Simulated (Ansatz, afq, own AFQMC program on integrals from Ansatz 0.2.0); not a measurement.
AFQMC on a folder of integrals that Ansatz 0.2.0 wrote.

```yaml
crystal:
  periodic: [false, false, false]
  atoms:
    - {symbol: Sc, position_ang: [0.000000, 0.000000, 0.564608]}
    - {symbol: O, position_ang: [0.000000, 0.000000, -1.345392]}
    - {symbol: H, position_ang: [0.000000, 0.783613, -1.913300]}
    - {symbol: H, position_ang: [0.000000, -0.783613, -1.913300]}
basis:
  gaussian: {orbitals: def2-TZVP}
total_charge: 1
magnetization: {spin_polarized: false}
correlation: {method: ccsd_t, electrons: outside_noble_gas, hamiltonian_folder: ham}
```

```sh
$ ansatz run in.yaml --threads 1 --pin off --events-out ev --progress --plain --max-ram 15360MiB --backend cuda --devices 0, --max-vram 18GiB
```

afq runs on the folder ham with

```
--method free --trial cisd --walkers 4000 --time-step 0.03 --max-blocks 4000 --target-error 0.00038 --factor-cut 1e-05 --seed 7220 --times 0,0.21,0.42,0.81,1.2,1.8,2.4,3 --taylor-order 8
```

Times are imaginary, in 1/Eh. The walk had a cap of 108 s.

```
orbitals 78  electrons 5 5  factors 620 of 743
reference energy -835.57678857 Eh
CCSD correlation -0.30149783 Eh in 21 cycles, weight of the determinant in the CISD state 0.8547
repeat  energy at the last time / Eh  error
    10  -835.887975  0.000336
    20  -835.887908  0.000260
    30  -835.887671  0.000233
time / (1/Eh)  energy / Eh  error  mean overlap
  0.00  -835.878467  0.000104  1.1699
  0.21  -835.884438  0.000124  1.1696
  0.42  -835.886115  0.000094  1.1656
  0.81  -835.887168  0.000112  1.1637
  1.20  -835.887525  0.000130  1.1663
  1.80  -835.887739  0.000172  1.1624
  2.40  -835.887822  0.000191  1.1642
  3.00  -835.887690  0.000227  1.1717
energy -835.887690 +/- 0.000227 Eh
```

Estimate how long the walk took on 1 × NVIDIA H100 80GB HBM3 with 2 threads of AMD EPYC 7R13 Processor (Zen 3), on a shared host (the card was shared).

92 s of wall time.

The run passed its tests (error under three times the target), which doesn't prove that it has relaxed.

Against this walk (error 6.2 meV) on the same determinant: CCSD(T) 10.6 meV higher (within the noise), CCSDT(Q) 9.9 meV lower (within the noise). The error is statistical, and a free projection of finite length keeps a remainder of its start.

Cautions: remainder of the start not in the error; no relativity below Rb; outer-core shells of the metal frozen; higher spins were not checked; restricted determinant unstable towards unrestricted (UHF 781 meV lower, ⟨S²⟩ 1.00); CCSDT(Q) on the UHF determinant differs (168 meV lower), perhaps since the unrestricted series falls towards higher spin.

CCSDT and higher add their correlation energy to the determinant of the CCSD(T) run, since their own runs factorise the integrals more tightly (a shift of under 2 meV). A walk keeps the symmetry of its determinant, which the program's search chose and which needn't be the lowest solution, so a lower state of the same spin and another symmetry isn't excluded.
